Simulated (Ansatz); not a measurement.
Task: a rigid torsion scan of C3H5NO, SMILES C=C1NCO1, with the Ansatz DFT code, driven from Python. Give the script and its output. Level of theory (for the species named): r2SCAN, cc-pVDZ basis, multiplicity 1.

```yaml
atoms:
  - { symbol: C, position_ang: [-1.6599, -0.1127, -0.5139] }
  - { symbol: C, position_ang: [-0.4817, 0.1155, -0.0522] }
  - { symbol: N, position_ang: [0.3805, -0.7135, 0.3990] }
  - { symbol: C, position_ang: [1.4181, 0.3596, 0.4588] }
  - { symbol: O, position_ang: [0.2411, 1.1629, 0.0634] }
  - { symbol: H, position_ang: [-2.2864, 0.7958, -0.8738] }
  - { symbol: H, position_ang: [-2.1197, -1.0550, -0.5507] }
  - { symbol: H, position_ang: [0.7260, -1.4897, -0.1644] }
  - { symbol: H, position_ang: [1.7287, 0.5830, 1.5053] }
  - { symbol: H, position_ang: [2.1365, 0.3029, -0.2686] }
```

`run_torsion.py`:
```python
# -*- coding: utf-8 -*-
"""Energy of C3H5NO as one group turns about a bond."""

import ansatz as az
from ase import Atoms


def main():
    atoms = Atoms(["C", "C", "N", "C", "O", "H", "H", "H", "H", "H"], positions=[
        (-1.6599, -0.1127, -0.5139),
        (-0.4817, 0.1155, -0.0522),
        (0.3805, -0.7135, 0.399),
        (1.4181, 0.3596, 0.4588),
        (0.2411, 1.1629, 0.0634),
        (-2.2864, 0.7958, -0.8738),
        (-2.1197, -1.055, -0.5507),
        (0.726, -1.4897, -0.1644),
        (1.7287, 0.583, 1.5053),
        (2.1365, 0.3029, -0.2686),
    ])

    # relax first, so that the scan starts from a minimum
    first = (
        az.Crystal.molecule_from_ase(atoms).calculation()
        .basis(gaussian="cc-pVDZ")
        .functional("r2SCAN")
        .relax(force_tolerance=0.02, max_steps=80)
    )
    atoms.positions = first.run().report["positions_ang"]

    start = atoms.get_dihedral(2, 1, 0, 5)
    energies = {}
    for turn in range(0, 360, 40):
        turned = atoms.copy()
        turned.set_dihedral(2, 1, 0, 5, start + turn, indices=[0, 5, 6])
        setup = (
            az.Crystal.molecule_from_ase(turned).calculation()
            .basis(gaussian="cc-pVDZ")
            .functional("r2SCAN")
        )
        energies[round((start + turn) % 360)] = setup.run().report["free_energy_ev"]
    floor = min(energies.values())
    print("dihedral N2-C1-C0-H5 (deg)   E - E(min) (kJ/mol)")
    for angle, e in sorted(energies.items()):
        print(f"{angle:8d} {96.485332 * (e - floor):14.3f}  " + "#" * int(30 * (e - floor) / max(max(energies.values()) - floor, 1e-9)))


if __name__ == "__main__":
    main()
```

```console
$ python run_torsion.py
dihedral N2-C1-C0-H5 (deg)   E - E(min) (kJ/mol)
      20         15.345  ##
      60        126.057  ###################
     100        191.561  #############################
     140         58.464  #########
     180          0.000
     220         59.577  #########
     260        194.545  ##############################
     300        123.226  ###################
     340         15.154  ##
```

The scan is rigid and the energies are electronic, in a modest basis. With rigid groups the curve can differ much from the relaxed path, the start wasn't checked as a minimum of this torsion, and equivalent turns needn't return to the same energy. The whole script took 97 s on 1 thread of Arm Neoverse V1, on a shared host, peak memory 0.27 GiB.
